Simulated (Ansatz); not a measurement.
Start from `F[CH2][AlH2]` and change one atom or group to get `[CH3][AlH2]`.

Ansatz, PBE0-D4/def2-TZVP geometries, multiplicity 1. 

```json
{"property": "LUMO energy (ωB97M-V/def2-TZVPP) / eV", "`F[CH2][AlH2]`": "-0.01"}
{"property": "HOMO–LUMO gap (PBE0/def2-TZVPP) / eV", "`F[CH2][AlH2]`": "6.24"}
{"property": "size of the dipole moment (ωB97M-V/def2-TZVPP) / D", "`F[CH2][AlH2]`": "1.54"}
{"property": "size of the dipole moment (B3LYP/def2-TZVPP) / D", "`F[CH2][AlH2]`": "1.55"}
{"property": "HOMO–LUMO gap (ωB97M-V/def2-TZVPP) / eV", "`F[CH2][AlH2]`": "10.11"}
{"property": "HOMO energy (ωB97M-V/def2-TZVPP) / eV", "`F[CH2][AlH2]`": "-10.12"}
```

What does the change do to each property? (Best estimate.)

Computed: 
```csv
property,`[CH3][AlH2]`,shift
LUMO energy (ωB97M-V/def2-TZVPP) / eV,0.28,0.29
HOMO–LUMO gap (PBE0/def2-TZVPP) / eV,6.80,0.56
size of the dipole moment (ωB97M-V/def2-TZVPP) / D,0.75,-0.79
size of the dipole moment (B3LYP/def2-TZVPP) / D,0.74,-0.81
HOMO–LUMO gap (ωB97M-V/def2-TZVPP) / eV,10.61,0.50
HOMO energy (ωB97M-V/def2-TZVPP) / eV,-10.33,-0.21
```

With PBE0 the HOMO falls by 0.25 eV and the LUMO rises by 0.31 eV, so the gap widens by about 0.56 eV. PBE moves the HOMO by -0.42 eV and ωB97M-V by -0.21 eV. Dipoles are sizes alone; their direction can turn.

B3LYP here is the variant with VWN-RPA as its local correlation; programs differ in this.
